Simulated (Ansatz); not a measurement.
# CCl3F: the cost of one run

The runs use Ansatz 0.2.0, Gaussian basis; the settings change from run to run.

### Step 1. The molecule

An earlier PBE0-D4 in a triple-zeta def2 set relaxation fixed the geometry.

SMILES `FC(Cl)(Cl)Cl`, 5 atoms, charge 0, spin multiplicity 1.

Atoms are counted from 1 here; the program's logs count them from 0.

Bond lengths: F1–C2 1.333 Å, C2–Cl3 1.760 Å, C2–Cl4 1.760 Å, C2–Cl5 1.760 Å. Angles: F1–C2–Cl3 108.5°, F1–C2–Cl4 108.5°, F1–C2–Cl5 108.5°, Cl3–C2–Cl4 110.4°, Cl3–C2–Cl5 110.4°, Cl4–C2–Cl5 110.4°.

### Step 2. wB97X/cc-pVTZ

Contents of in.yaml:

```yaml
crystal:
  periodic: [false, false, false]
  atoms:
    - {symbol: F, position_ang: [0.922124, -0.835462, 0.668904]}
    - {symbol: C, position_ang: [0.054791, -0.055064, 0.024994]}
    - {symbol: Cl, position_ang: [-1.374377, 0.142685, 1.032835]}
    - {symbol: Cl, position_ang: [-0.370196, -0.829034, -1.497413]}
    - {symbol: Cl, position_ang: [0.817557, 1.503175, -0.270721]}
basis:
  gaussian: {orbitals: cc-pVTZ}
hamiltonian: {xc: {name: wB97X}}
output: {forces: true}
```

Command:

```bash
$ ansatz run in.yaml --threads 4 --pin off --events-out ev --progress --plain --max-ram 10444MiB
```

**Question.** How long does this run take on 4 threads of Arm Neoverse V1, shared host, and how much memory does it need?

About 6 s, with a peak of 0.51 GiB.
